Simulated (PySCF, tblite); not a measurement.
## Complex of chlorine and methylamine

A gas-phase complex of chlorine and methylamine; neutral, singlet. The structure comes from a short search (6 tight-binding starts) and was relaxed by PBE0-D3(BJ)/def2-SVPD; another way of binding may lie lower. Frequencies by PBE0-D3(BJ)/def2-SVPD show no clear imaginary mode.

Parts: 1 = chlorine (ClCl), atoms 1–2; 2 = methylamine (CN), atoms 3–9.

```xyz
9

Cl    1.024    0.074   -0.137
Cl   -0.920   -0.850    0.014
C     3.586    1.374    1.066
N     3.095    1.059   -0.261
H     4.578    1.855    1.056
H     2.873    2.042    1.564
H     3.646    0.450    1.655
H     3.669    0.388   -0.761
H     2.952    1.876   -0.847
```
Atoms count from 1 in this order.

Contacts between parts, classed by geometry: Cl2–Cl1···N4 2.296 Å (halogen bond, 179°).

Deforming the relaxed parts to their shape here costs 5.5 kcal/mol, which the interaction energies leave out.

Interaction energies are complex less parts, with the parts frozen as they stand in it; counterpoise-corrected, in kcal/mol (PySCF). The CCSD(T) estimate is Hartree-Fock/aug-cc-pVQZ, plus the MP2 correlation part extrapolated as X⁻³ from aug-cc-pVTZ and aug-cc-pVQZ, plus CCSD(T) less MP2 in aug-cc-pVDZ; noble-gas cores are frozen. It isn't the exact limit.

| level | interaction | superposition error removed |
| --- | --- | --- |
| Hartree-Fock/aug-cc-pVQZ | -0.10 | - |
| wB97M-D3(BJ)/def2-TZVPD | -9.43 | -0.35 |
| PBE0-D3(BJ)/def2-TZVPD | -14.93 | -0.38 |
| MP2/aug-cc-pVQZ | -12.31 | -0.62 |

Question: What does CCSD(T) at its estimated basis limit give, and which of these levels comes nearest?

Answer: -10.00 kcal/mol. wB97M-D3(BJ)/def2-TZVPD is nearest, off by +0.57; the errors are Hartree-Fock/aug-cc-pVQZ +9.90, wB97M-D3(BJ)/def2-TZVPD +0.57, PBE0-D3(BJ)/def2-TZVPD -4.93, MP2/aug-cc-pVQZ -2.31.

Question: What holds them together? Decompose the wB97M-D3(BJ)/def2-TZVPD energy: frozen parts, their antisymmetrised product, then relaxation.

Answer: electrostatic -35.4, Pauli repulsion +55.7, orbital relaxation -28.4, dispersion correction -1.7 kcal/mol, which sum to the value before the counterpoise correction; the Pauli term holds the exchange-correlation of the frozen density too. Of the attraction, 54 % is electrostatic, 43 % is orbital relaxation, 3 % is dispersion correction.

The parts were also relaxed and run alone, at the levels used for the complex: shieldings by PBE0/pcSseg-2; core levels by delta-SCF with SCAN, pcX-2 on the ionised atom and pcseg-1 elsewhere, spin-free X2C (2p3/2 is the spin-free 2p value less a third of a first-order spin-orbit splitting).

Values alone: Cl2–Cl1 bond (Å): 2.029; shielding of Cl1 (ppm): 543.6; shielding of N4 (ppm): 244.4; shielding of Cl2 (ppm): 543.6; Cl1 2p3/2 core level (eV): 207.95; Cl2 2p3/2 core level (eV): 207.95; N4 1s core level (eV): 405.10.

Question: How do these values change when the complex forms?

Answer: 
| property | alone | in the complex | change |
| --- | --- | --- | --- |
| Cl2–Cl1 bond (Å) | 2.029 | 2.159 | +0.129 |
| shielding of Cl1 (ppm) | 543.6 | 494.7 | -48.8 |
| shielding of N4 (ppm) | 244.4 | 201.3 | -43.1 |
| shielding of Cl2 (ppm) | 543.6 | 482.4 | -61.2 |
| Cl1 2p3/2 core level (eV) | 207.95 | 205.94 | -2.02 |
| Cl2 2p3/2 core level (eV) | 207.95 | 204.43 | -3.52 |
| N4 1s core level (eV) | 405.10 | 406.26 | +1.16 |

Question: What are the binding energy from relaxed parts (wB97M-D3(BJ)/def2-TZVPD), and ΔH and ΔG of association at 298.15 K and 1 atm?

Answer: -3.92 kcal/mol, -2.24 with zero-point energy; ΔH -2.5 and ΔG +6.6 kcal/mol, from harmonic vibrations by PBE0-D3(BJ)/def2-SVPD with low modes damped.

The 6 runs behind this took 21 min in all, one thread each of Arm Neoverse V1 on a shared host, launched as `OMP_NUM_THREADS=1 python cluster_run.py task.json out`.
